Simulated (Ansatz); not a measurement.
in.yaml

```yaml
crystal:
  periodic: [false, false, false]
  atoms:
    - {symbol: P, position_ang: [0.000000, -0.054969, 0.006033]}
    - {symbol: H, position_ang: [0.000000, 0.940426, -1.019523]}
    - {symbol: H, position_ang: [0.000000, 0.748763, 0.834122]}
basis:
  gaussian: {orbitals: cc-pVDZ}
total_charge: 1
magnetization: {spin_polarized: false}
correlation: {method: bccd, electrons: outside_noble_gas}
```

```sh
$ ansatz run in.yaml --threads 1 --pin off --events-out ev --progress --plain --max-ram 2393MiB
```

**Question.** Roughly how long does this take on 1 thread of Arm Neoverse V2, shared host, and how much host memory?

**Answer.** 0.18 s wall and 0.07 GiB.

```
279 factors; integrals over basis functions are off by at most 1.3e-3 eV
mean field evaluation 1: about -9291.9569 eV, gradient 7.6e0 eV
mean field evaluation 2: about -9291.9579 eV, gradient 7.6e0 eV
mean field evaluation 4: about -9292.2047 eV, gradient 3.0e-1 eV
mean field evaluation 8: about -9292.2053 eV, gradient 5.7e-5 eV
mean field -9292.20527424 eV, -341.4822453455 hartree, gradient 1.6e-6 eV, S^2 0.000000; 0 other end points of the search recorded, 0 dependent functions left out; unrestricted orbitals would lower it
mean field evaluation 16: about -9292.2417 eV, gradient 8.1e0 eV
5 core orbitals not correlated: weight in the atoms' cores, before any rotation towards them, 1.000 or more for the frozen orbitals, at most 0.000 for the correlated occupied ones
reference -9292.20527424 eV, -341.4822453455 hartree; 3, 3 occupied and 20, 20 virtual orbitals, 279 factors
second order -2.59577137 eV of doubles, -0.00000000 eV of singles
cycle   1  -3.13794239 eV  change   -5.4e-1 eV  update   5.7e-2
cycle   2  -3.36396939 eV  change   -2.3e-1 eV  update   2.5e-2
cycle   3  -3.37147939 eV  change   -7.5e-3 eV  update   8.6e-3
cycle   4  -3.37476373 eV  change   -3.3e-3 eV  update   2.8e-3
cycle   5  -3.37434154 eV  change    4.2e-4 eV  update   9.8e-4
cycle   6  -3.37447352 eV  change   -1.3e-4 eV  update   3.5e-4
cycle   7  -3.37464834 eV  change   -1.7e-4 eV  update   9.4e-5
cycle   8  -3.37461036 eV  change    3.8e-5 eV  update   2.3e-5
cycle   9  -3.37460671 eV  change    3.6e-6 eV  update   7.9e-6
cycle  10  -3.37461023 eV  change   -3.5e-6 eV  update   2.9e-6
Total energy: -9295.57988447 eV, -341.6062599840 hartree
```
